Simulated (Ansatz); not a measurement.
HBr, singlet: vertical spin and charge gaps

Geometry (PBE0/def2-TZVP stationary point for this spin):

```tsv
atom	x (Å)	y (Å)	z (Å)
Br	0.0000	0.0000	0.0000
H	0.0000	0.0000	1.4206
```

Basis cc-pVDZ; Ansatz 0.2.0. Correlated methods freeze the noble-gas cores and the filled d shells of p-block atoms. R marks a restricted (for open shells ROHF) determinant. Active spaces: valence = (8e, 5o) chosen from the atoms' valence shells. No spin–orbit coupling is included, and no scalar relativity.

Gaps are energies of the second state less the first, at fixed atoms, for a selection of the levels run; each method lands on the state that its own search finds for that charge and spin.

**Question.** PBE gives 6.410 eV for triplet less singlet. Estimate what full CI gives in cc-pVDZ.

**Answer.** Full CI in cc-pVDZ gives 6.496 eV, so against it PBE is off by -0.086 eV, of which a good part can be the reference's own basis and frozen-core error.

| level | gap (eV) | error (meV) |
| --- | --- | --- |
| RHF | 6.169 | -327 |
| RMP2 | 6.507 | 11 |
| CISD | 6.451 | -45 |
| RCCSD | 6.485 | -11 |
| RCCSD(T) | 6.495 | -1 |
| BCCD(T) | 6.495 | -1 |
| RCCSDT | 6.494 | -2 |
| CISDTQ | 6.494 | -2 |
| RCCSDT(Q) | 6.496 | 0 |
| RCCSDTQ | 6.496 | 0 |
| CASSCF (valence space) | 6.666 | 170 |
| NEVPT2 (valence space) | 6.570 | 74 |
| MRCISD (valence space) | 6.524 | 28 |
| MRCISD+Q (valence space) | 6.501 | 5 |
| r2SCAN | 6.442 | -54 |
| PBE0 | 6.427 | -69 |
| B3LYP | 6.455 | -41 |
| wB97M-V | 6.591 | 95 |
| B2PLYP | 6.489 | -7 |
| RPA-PBE | 6.303 | -193 |

Removing an electron, to the doublet: 11.356 eV at full CI (singlet A1, doublet ion B2, in C2v).

| level | gap (eV) | error (meV) |
| --- | --- | --- |
| RHF | 10.828 | -528 |
| RMP2 | 11.417 | 61 |
| CISD | 11.304 | -52 |
| RCCSD | 11.350 | -6 |
| RCCSD(T) | 11.355 | -1 |
| BCCD(T) | 11.355 | -1 |
| RCCSDT | 11.353 | -3 |
| CISDTQ | 11.353 | -3 |
| RCCSDT(Q) | 11.355 | -1 |
| RCCSDTQ | 11.355 | -1 |
| CASSCF (valence space) | 10.794 | -562 |
| NEVPT2 (valence space) | 11.234 | -122 |
| MRCISD (valence space) | 11.308 | -48 |
| MRCISD+Q (valence space) | 11.351 | -5 |
| PBE | 11.667 | 311 |
| r2SCAN | 11.778 | 422 |
| PBE0 | 11.719 | 363 |
| B3LYP | 11.752 | 396 |
| wB97M-V | 11.663 | 307 |
| B2PLYP | 11.589 | 233 |
| RPA-PBE | 11.270 | -86 |

In so small a basis the reference is far from its limit while semilocal and hybrid functionals are nearer theirs (RPA and double hybrids share much of the reference's basis error), so the functionals' errors here hold much of the reference's basis and frozen-core error, which can add to them or hide them.

Full CI is exact within this basis and frozen core; it isn't the basis-set limit.
